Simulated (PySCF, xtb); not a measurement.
BCl3, SMILES ClB(Cl)Cl.

GFN2-xTB run with xtb 6.7.1 at its own geometry gives an orbital gap of 4.50 eV and a dipole moment of 0.03 D.

Geometry: PBE0-D3(BJ)/def2-SVP. The isomer is the one that the SMILES or the coordinates give; other isomers of the formula were not compared.

Problem. What does PBE/def2-TZVPD run with PySCF give? (The exact figures need the calculation; the answer reports its results.)

Solution. gap 4.97 eV (levels -7.71 and -2.75 eV), dipole 0.00 D.
